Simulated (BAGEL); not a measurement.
# C2H3F3 (1,1,2-trifluoroethane): B3LYP/def2-SVP (density fitting with qzvpp-jkfit)

What is the energy change on altering one bond length of C2H3F3 (1,1,2-trifluoroethane) at B3LYP/def2-SVP (density fitting with qzvpp-jkfit)? 

Program for the calculation: BAGEL 1.2.2.

3 further runs of the same task are left out: 3 that didn't finish.

## 1. The system as given

The species is C2H3F3 (8 atoms), meant as a singlet with charge 0. SMILES: `FCC(F)F`. The coordinates come from a PBE0-D4/def2-TZVP relaxation. This is one conformer, not always the lowest.

Bond lengths: F1–C2 1.367 Å, C2–C3 1.507 Å, C3–F4 1.353 Å, C3–F5 1.353 Å, C2–H6 1.094 Å, C2–H7 1.094 Å, C3–H8 1.097 Å. Some angles: F1–C2–C3 110.8°, C2–C3–F4 110.7°, C2–C3–F5 110.6°, F4–C3–F5 107.7°, F1–C2–H6 109.2°, F1–C2–H7 109.2°, C3–C2–H6 109.0°, C3–C2–H7 109.0°, C2–C3–H8 111.0°, F4–C3–H8 108.4°.

## 2. The energy at B3LYP/def2-SVP (density fitting with qzvpp-jkfit)

Input file dft.json:

```json
{ "bagel" : [

{
  "title" : "molecule",
  "basis" : "svp",
  "df_basis" : "qzvpp-jkfit",
  "angstrom" : true,
  "geometry" : [
    { "atom" : "F", "xyz" : [   -0.985900,    1.458500,    0.050800 ] },
    { "atom" : "C", "xyz" : [    0.087900,    0.678700,    0.379800 ] },
    { "atom" : "C", "xyz" : [   -0.007400,   -0.670200,   -0.285700 ] },
    { "atom" : "F", "xyz" : [   -1.136200,   -1.311100,    0.094600 ] },
    { "atom" : "F", "xyz" : [   -0.044700,   -0.536600,   -1.631300 ] },
    { "atom" : "H", "xyz" : [    0.112100,    0.539700,    1.464900 ] },
    { "atom" : "H", "xyz" : [    1.006200,    1.174300,    0.050700 ] },
    { "atom" : "H", "xyz" : [    0.852800,   -1.298700,   -0.023800 ] }
  ]
},
{
  "title" : "ks",
  "xc_func" : "b3lyp"
},
{
  "title" : "print",
  "file" : "orbitals.molden",
  "orbitals" : true
}

]}
```

Run with:

```sh
$ BAGEL_NUM_THREADS=1 BAGEL dft.json > dft.out
```

The log of the run:

```text
* using 1 threads per process

  ===============================================================
  ===============================================================

  *** Geometry ***

  { "atom" : "F", "xyz" : [     -1.863081,      2.756166,      0.095998 ] },
  { "atom" : "C", "xyz" : [      0.166107,      1.282557,      0.717718 ] },
  { "atom" : "C", "xyz" : [     -0.013984,     -1.266494,     -0.539895 ] },
  { "atom" : "F", "xyz" : [     -2.147107,     -2.477620,      0.178768 ] },
  { "atom" : "F", "xyz" : [     -0.084471,     -1.014027,     -3.082710 ] },
  { "atom" : "H", "xyz" : [      0.211838,      1.019885,      2.768260 ] },
  { "atom" : "H", "xyz" : [      1.901442,      2.219105,      0.095809 ] },
  { "atom" : "H", "xyz" : [      1.611558,     -2.454187,     -0.044975 ] },

  Number of auxiliary basis functions:      435

  Since a DF basis is specified, we compute 2- and 3-index integrals:
    o Being stored without compression. Storage requirement is 0.025 GB

  Number of basis functions:       85
  Number of electrons      :       42

    * METHOD: MOLECULE                             0.15

  *** Kohn-Sham DFT ***

    * Removing 15371 points whose weight is below 1.00e-10
    * Grid points: 103877

  === Nuclear Repulsion ===
   194.0360020086

       - DIIS with orbital gradients will be used.

  === KS iteration (b3lyp / svp) ===
      0       -345.88391249          0.13493115           0.50
      1       -283.21256011          0.25759859           0.69
      2       -333.90220702          0.18021019           0.39
      3       -368.15036051          0.12228005           0.39
      4       -375.87261033          0.05089646           0.38
      5       -377.07239735          0.01806975           0.43
      6       -377.22133347          0.00635047           0.39
      7       -377.23439384          0.00341345           0.35
      8       -377.23951486          0.00064468           0.37
      9       -377.23969616          0.00027961           0.34
     10       -377.23972951          0.00006674           0.36
     11       -377.23973152          0.00001262           0.35
     12       -377.23973158          0.00000186           0.35
     13       -377.23973158          0.00000029           0.32
     14       -377.23973158          0.00000019           0.34
     15       -377.23973158          0.00000004           0.34
     16       -377.23973158          0.00000001           0.36
     17       -377.23973158          0.00000000           0.32
    * SCF iteration converged.

    * Permanent dipole moment:
           (   -0.995144,     0.063101,    -0.601181) a.u.

    * METHOD: KS                                   7.49

    * METHOD: PRINT                                0.01

  ===============================================================
```

Run time: 8.7 s. Hardware: 1 thread of Intel Xeon 6975P-C (Granite Rapids), shared host; peak memory 0.42 GiB.

## 3. The distorted shape

Input file input.json:

```json
{ "bagel" : [

{
  "title" : "molecule",
  "basis" : "svp",
  "df_basis" : "qzvpp-jkfit",
  "angstrom" : true,
  "geometry" : [
    { "atom" : "F", "xyz" : [      -1.720540,       1.062020,       0.314080 ] },
    { "atom" : "C", "xyz" : [      -0.646740,       0.282220,       0.643080 ] },
    { "atom" : "C", "xyz" : [      -0.742040,      -1.066680,      -0.022420 ] },
    { "atom" : "F", "xyz" : [      -1.870840,      -1.707580,       0.357880 ] },
    { "atom" : "F", "xyz" : [      -0.779340,      -0.933080,      -1.368020 ] },
    { "atom" : "H", "xyz" : [      -0.622540,       0.143220,       1.728180 ] },
    { "atom" : "H", "xyz" : [       1.006200,       1.174300,       0.050700 ] },
    { "atom" : "H", "xyz" : [       0.118160,      -1.695180,       0.239480 ] }
  ]
},

{
  "title" : "ks",
  "xc_func" : "b3lyp"
},

{
  "title" : "print",
  "file" : "orbitals.molden",
  "orbitals" : true
}

]}
```

Run with:

```sh
$ BAGEL_NUM_THREADS=1 BAGEL input.json > input.out
```

The log of the run:

```text
* using 1 threads per process

  ===============================================================
  ===============================================================

  *** Geometry ***

  { "atom" : "F", "xyz" : [     -3.251349,      2.006927,      0.593525 ] },
  { "atom" : "C", "xyz" : [     -1.222161,      0.533319,      1.215245 ] },
  { "atom" : "C", "xyz" : [     -1.402252,     -2.015733,     -0.042368 ] },
  { "atom" : "F", "xyz" : [     -3.535375,     -3.226859,      0.676295 ] },
  { "atom" : "F", "xyz" : [     -1.472739,     -1.763266,     -2.585183 ] },
  { "atom" : "H", "xyz" : [     -1.176430,      0.270647,      3.265787 ] },
  { "atom" : "H", "xyz" : [      1.901442,      2.219105,      0.095809 ] },
  { "atom" : "H", "xyz" : [      0.223290,     -3.203426,      0.452552 ] },

  Number of auxiliary basis functions:      435

  Since a DF basis is specified, we compute 2- and 3-index integrals:
    o Being stored without compression. Storage requirement is 0.025 GB

  Number of basis functions:       85
  Number of electrons      :       42

    * METHOD: MOLECULE                             0.21

  *** Kohn-Sham DFT ***

    * Removing 14469 points whose weight is below 1.00e-10
    * Grid points: 104779

  === Nuclear Repulsion ===
   191.0478022924

       - DIIS with orbital gradients will be used.

  === KS iteration (b3lyp / svp) ===
      0       -346.25822316          0.13339394           0.41
      1       -286.39327973          0.24099891           0.59
      2       -335.15616086          0.17727582           0.43
      3       -369.49184153          0.10389168           0.39
      4       -372.71974899          0.09213658           0.41
      5       -376.98397097          0.01598718           0.38
      6       -377.00043715          0.01642319           0.40
      7       -377.11429661          0.00272070           0.34
      8       -377.11750732          0.00166346           0.36
      9       -377.11950918          0.00037764           0.36
     10       -377.11957803          0.00008006           0.36
     11       -377.11958088          0.00002415           0.34
     12       -377.11958118          0.00000580           0.32
     13       -377.11958119          0.00000293           0.31
     14       -377.11958119          0.00000138           0.32
     15       -377.11958119          0.00000044           0.34
     16       -377.11958119          0.00000006           0.34
     17       -377.11958119          0.00000004           0.34
     18       -377.11958119          0.00000001           0.31
     19       -377.11958119          0.00000000           0.33
    * SCF iteration converged.

    * Permanent dipole moment:
           (   -0.622827,     0.221300,    -0.670809) a.u.

    * METHOD: KS                                   7.92

    * METHOD: PRINT                                0.01

  ===============================================================
```

Run time: 9.3 s. Hardware: 1 thread of Intel Xeon 6975P-C (Granite Rapids), shared host; peak memory 0.42 GiB.

## 4. Results

Level: B3LYP/def2-SVP (density fitting with qzvpp-jkfit).

| quantity | value |
| --- | --- |
| first shape: total energy | -377.23973 Eh |
| first shape: dipole moment | 2.96 D |
| first shape: HOMO energy | -9.20 eV |
| first shape: LUMO energy | 1.39 eV |
| first shape: HOMO–LUMO gap | 10.58 eV |
| distorted shape: total energy | -377.11958 Eh |
| distorted shape: dipole moment | 2.39 D |
| distorted shape: HOMO energy | -8.30 eV |
| distorted shape: LUMO energy | -2.69 eV |
| distorted shape: HOMO–LUMO gap | 5.61 eV |
| energy change with the C2–H7 bond stretched from 1.094 to 1.970 Å | 3.269 eV |

In words: With the C2–H7 bond stretched from 1.094 to 1.970 Å the energy rises by 3.27 eV (315 kJ/mol). The first shape isn't relaxed at this level, so the change isn't measured from a minimum. A restricted reference can't describe the breaking bond well at this length.
